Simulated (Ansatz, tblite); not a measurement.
# PAsSbSb tetrahedron (Sb2AsP): a ladder of methods and basis sets

Aim: run the singlet of PAsSbSb tetrahedron (Sb2AsP) at one geometry on many levels, and compare frontier levels, spin and run time.

Method: as each input shows; program: Ansatz 0.2.0, Gaussian basis.

The runs, in order: GFN1-xTB, GFN2-xTB, PBE-D4/def2-TZVP, r2SCAN-D4/def2-TZVP, HF/def2-TZVP, PBE-QIDH/def2-TZVP, r2SCAN0-D4/def2-TZVP, B2PLYP/def2-TZVP, revPBE-D4/def2-TZVP, B3LYP-D4/def2-TZVP, CAM-B3LYP-D4/def2-TZVP, PBE-D4/def2-SVP, PBE0-D4/def2-SVP, CCSD(T)/def2-TZVP, RPA/def2-TZVP.

3 further runs of the same task are left out: 3 set aside as unsound or not needed.

### Step 1. The relaxed structure

The geometry is that of the singlet, from an earlier relaxation (PBE0-D4/def2-SVP).

4 atoms, charge 0, spin multiplicity 1.

Bond lengths: P1–Sb3 2.547 Å, P1–Sb4 2.547 Å, As2–Sb3 2.630 Å, As2–Sb4 2.630 Å. Angles: Sb3–P1–Sb4 66.7°, Sb3–As2–Sb4 64.3°, P1–Sb3–As2 53.9°, P1–Sb4–As2 53.9°.

Sb takes a core potential in the def2 sets. No spin-orbit coupling is included.

PBE0-D4/def2-TZVP was run before; its log isn't repeated, and its numbers join the tables.

### Step 2. GFN1-xTB

Tight binding, by tblite at 300 K electronic temperature and without a spin-polarisation term:

```python
tblite.interface.Calculator('GFN1-xTB', numbers, positions, charge=0, uhf=0).singlepoint()
```

Energy -273.3618 eV, HOMO -9.01 eV, LUMO -6.18 eV; 0.014 s.

### Step 3. GFN2-xTB

Tight binding, by tblite at 300 K electronic temperature and without a spin-polarisation term:

```python
tblite.interface.Calculator('GFN2-xTB', numbers, positions, charge=0, uhf=0).singlepoint()
```

Energy -255.5558 eV, HOMO -9.28 eV, LUMO -6.98 eV; 0.015 s.

### Step 4. PBE-D4/def2-TZVP

start.molden holds the orbitals of an earlier run on this state, given as this run's starting guess.

Input file in.yaml:

```yaml
crystal:
  periodic: [false, false, false]
  atoms:
    - {symbol: P, position_ang: [-1.291336, 0.377077, -0.548515]}
    - {symbol: As, position_ang: [-0.346280, -0.979687, 1.115952]}
    - {symbol: Sb, position_ang: [0.742874, 1.363725, 0.625411]}
    - {symbol: Sb, position_ang: [0.894742, -0.761115, -1.192848]}
basis:
  gaussian: {orbitals: def2-TZVP, initial_orbitals: start.molden}
hamiltonian: {xc: pbe, dispersion: d4}
scf: {omitted_lower_state_checks: [starts]}
output: {forces: true, orbitals: {seedname: orbitals}}
```

Run with:

```
ansatz run in.yaml --threads 4 --pin off --events-out ev --progress --plain --max-ram 3916MiB
```

The runs that follow: r2SCAN-D4/def2-TZVP; HF/def2-TZVP; PBE-QIDH/def2-TZVP; r2SCAN0-D4/def2-TZVP; B2PLYP/def2-TZVP; revPBE-D4/def2-TZVP; B3LYP-D4/def2-TZVP; CAM-B3LYP-D4/def2-TZVP; PBE-D4/def2-SVP; PBE0-D4/def2-SVP; CCSD(T)/def2-TZVP; RPA/def2-TZVP.

Before running them: what should the planned runs give, taken together? Wanted: gap in def2-TZVP, named functionals and Hartree-Fock, smallest and largest; correlation energy, CCSD(T)/def2-TZVP; binding an atom, CCSD(T)/def2-TZVP; PBE0 total energy, smallest basis above largest.

As calculated:

```
                                                                  quantity                           value
gap in def2-TZVP, named functionals and Hartree-Fock, smallest and largest  3.50 eV (PBE-D4), 9.22 eV (HF)
                                     correlation energy, CCSD(T)/def2-TZVP                       -30.41 eV
                                        binding an atom, CCSD(T)/def2-TZVP                        2.264 eV
                           PBE0 total energy, smallest basis above largest  11.25 eV (def2-SVP, def2-TZVP)
```

In words: Orbital gaps of the named functionals and Hartree-Fock in def2-TZVP span 3.50 eV (PBE-D4) to 9.22 eV (HF); exact exchange widens it. The functionals in def2-TZVP miss CCSD(T)/def2-TZVP by +0.090 (r2SCAN0-D4) to +0.489 eV (PBE-D4) an atom. The reference is CCSD(T) in one finite basis, so it carries an error of its own, often a tenth of an eV or more, and near misses can't be ranked.
